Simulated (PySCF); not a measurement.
**`[NH2+]=C/C=C(/N)F`, [C3H6FN2]+, charge +1**

Molfile (atoms numbered from 1):
```
C3H6FN2
     RDKit          3D

 12 11  0  0  0  0  0  0  0  0999 V2000
    2.2742    0.2593   -0.3498 N   0  0  0  0  0  0  0  0  0  0  0  0
    1.0037    0.2516   -0.0140 C   0  0  0  0  0  0  0  0  0  0  0  0
    0.7382    0.9723    1.0516 F   0  0  0  0  0  0  0  0  0  0  0  0
   -0.0342   -0.4136   -0.6505 C   0  0  0  0  0  0  0  0  0  0  0  0
   -1.3689   -0.3765   -0.2499 C   0  0  0  0  0  0  0  0  0  0  0  0
   -1.9168    0.2608    0.7610 N   0  0  0  0  0  0  0  0  0  0  0  0
    2.9440    0.7872    0.2049 H   0  0  0  0  0  0  0  0  0  0  0  0
    2.6083   -0.2586   -1.1565 H   0  0  0  0  0  0  0  0  0  0  0  0
    0.2096   -1.0082   -1.5296 H   0  0  0  0  0  0  0  0  0  0  0  0
   -2.0710   -0.9573   -0.8568 H   0  0  0  0  0  0  0  0  0  0  0  0
   -1.3783    0.8372    1.4007 H   0  0  0  0  0  0  0  0  0  0  0  0
   -2.9163    0.1910    0.9268 H   0  0  0  0  0  0  0  0  0  0  0  0
  1  2  1  0
  2  3  1  0
  2  4  2  0
  4  5  1  0
  5  6  2  0
  1  7  1  0
  1  8  1  0
  4  9  1  0
  5 10  1  0
  6 11  1  0
  6 12  1  0
M  CHG  1   6   1
M  END
```

Computed, not measured: UKS CAM-B3LYP/def2-SVP four-point reorganisation energy, gas phase (PySCF). Geometry: CAM-B3LYP/def2-SVP.

The conformer changes in this relaxation, which adds to the reorganisation energy.

What is the inner reorganisation energy for electron transfer, with the electron affinity?

λ = 0.490 (surface of the reduced species) + 1.216 (surface of the starting species) = 1.706 eV. The electron affinity is 4.39 eV vertical and 4.88 eV adiabatic without zero-point energy; at the relaxed geometry of the reduced species the two energies differ by 6.10 eV. Largest bond changes: N1–C2 1.314 → 1.384 Å, C2–F3 1.314 → 1.378 Å, C5–N6 1.315 → 1.373 Å, C2–C4 1.387 → 1.379 Å, N1–H8 1.015 → 1.021 Å. ⟨S²⟩ of the relaxed reduced species 0.788.
